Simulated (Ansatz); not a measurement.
**CCl₂F radical: small, medium and large basis sets**

One table from this session's results is given with a row withheld; the runs are named, their logs left out.

Program: Ansatz 0.2.0, Gaussian basis. Level of theory: one geometry, several basis sets. These are calculated values, not measurements.

Levels to be run: PBE0-D4/def2-SVP; ωB97M-V/def2-SVP; PBE0-D4/def2-QZVPP; ωB97M-V/def2-QZVPP; the functionals' def2-TZVPP values are taken from earlier runs.

## The geometry

All runs share one geometry, relaxed beforehand with PBE0-D4 in a triple-zeta def2 set.

4 atoms, charge 0, spin multiplicity 2.

Atoms are counted from 1 here; the program's logs count them from 0.

Bond lengths: F1–C2 1.320 Å, C2–Cl3 1.708 Å, C2–Cl4 1.708 Å. Angles: F1–C2–Cl3 113.5°, F1–C2–Cl4 113.5°, Cl3–C2–Cl4 117.7°.

As a file:

```xyz
4
charge 0, multiplicity 2
F     1.2059   -0.0785    0.6474
C    -0.0372    0.1076    0.2429
Cl   -0.9338   -1.3399    0.1080
Cl   -0.1794    1.2505   -1.0185
```

Set-up of the first run:

The input, in.yaml:

```yaml
crystal:
  periodic: [false, false, false]
  atoms:
    - {symbol: F, position_ang: [1.205854, -0.078500, 0.647358]}
    - {symbol: C, position_ang: [-0.037166, 0.107620, 0.242896]}
    - {symbol: Cl, position_ang: [-0.933799, -1.339874, 0.108032]}
    - {symbol: Cl, position_ang: [-0.179389, 1.250455, -1.018485]}
basis:
  gaussian: {orbitals: def2-SVP}
magnetization: {spin_polarized: true, initial_magnetization: 1}
hamiltonian: {xc: pbe0, dispersion: d4}
output: {orbitals: {seedname: orbitals}}
```

Steps of the session up to this table: PBE0-D4 in def2-SVP; ωB97M-V in def2-SVP; PBE0-D4 in def2-QZVPP; ωB97M-V in def2-QZVPP.

One of the session's tables, all rows but one given; the rest of the session is left out.

It belongs to the step «Functionals by basis». 

```
functional       basis  HOMO (eV)  LUMO (eV)
   PBE0-D4    def2-SVP          ?          ?
   PBE0-D4  def2-TZVPP      -6.85      -2.33
   PBE0-D4  def2-QZVPP      -6.90      -2.40
   ωB97M-V    def2-SVP      -8.64      -0.05
   ωB97M-V  def2-TZVPP      -8.85      -0.42
   ωB97M-V  def2-QZVPP      -8.91      -0.52
```

Q: Estimate the row for PBE0-D4, def2-SVP from the others.

The run gave: HOMO (eV): -6.68; LUMO (eV): -2.08. In the column «HOMO (eV)» it is the highest.
